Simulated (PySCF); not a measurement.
Computed NMR parameters against published values

Structure with atom numbers: `[CH3:1][C:2](=[O:3])[CH:4]([CH3:5])[CH3:6]`. Each H is labelled by its parent atom.

Measured values that the calculation should reproduce: δ ¹⁷O O3 553.6 ppm (measured; solution, CH3CN, 313 K; J.-C. Zhuo, Molecules 4 (1999) 320).
δ ¹³C C4 41.6; C5/C6 18.2; δ ¹H H(C4) 2.58; H(C5)/H(C6) 1.11 ppm (measured; solution, not stated per compound (mostly CDCl3 or CCl4); Pretsch, Buehlmann, Badertscher, Structure Determination of Organic Compounds, 4th ed. (2009)).

[PySCF 2.14: PBE0-D3(BJ)/def2-SVP structure; GIAO PBE0/pcSseg-1 shieldings; relativity neglected; one computed conformer; no solvent model; equivalent nuclei averaged]

Problem. How close does the calculation come?

Solution. 
Reference values: measured (solution, CH3CN, 313 K; J.-C. Zhuo, Molecules 4 (1999) 320).
```tsv
atoms	quantity	reference	computed	computed, scaled
O3	δ ¹⁷O vs H2O (external)	553.6	–	563.0
```

Reference values: measured (solution, not stated per compound (mostly CDCl3 or CCl4); Pretsch, Buehlmann, Badertscher, Structure Determination of Organic Compounds, 4th ed. (2009)).
```csv
atoms,quantity,reference,computed,"computed, scaled"
C4,δ ¹³C,41.6,42.8,40.9
C5/C6,δ ¹³C,18.2,20.1,18.8
H(C4),δ ¹H,2.58,2.15,2.25
H(C5)/H(C6),δ ¹H,1.11,1.03,1.19
```

Computed shifts are σ(ref) − σ with the named reference compound (TMS for H and C) calculated as an isolated molecule at the same level. The measured values may be among those fitted. Empirical linear scaling, fitted to shifts measured mostly in CDCl3 for H and C (δ vs TMS): ¹³C (scatter 2.0 ppm rms, 2.2 ppm with the 3 outliers that the fit left out); ¹H (scatter 0.21 ppm rms); ¹⁷O (scatter 11.6 ppm rms vs liquid water, solution or neat liquid). Occasional misses reach two or three times the rms, and more in compound classes unlike the fitted ones.

Problem. How far are the unscaled ¹³C shifts from the references?

Solution. Mean signed difference +1.55 ppm, mean absolute 1.55 ppm over 2 comparisons; the largest is +1.9 ppm at C5/C6 (methyl carbon).

Problem. How far are the unscaled ¹H shifts from the references?

Solution. Mean signed difference -0.26 ppm, mean absolute 0.26 ppm over 2 comparisons; the largest is -0.43 ppm at H(C4) (hydrogen on an sp3 CH α to a carbonyl).
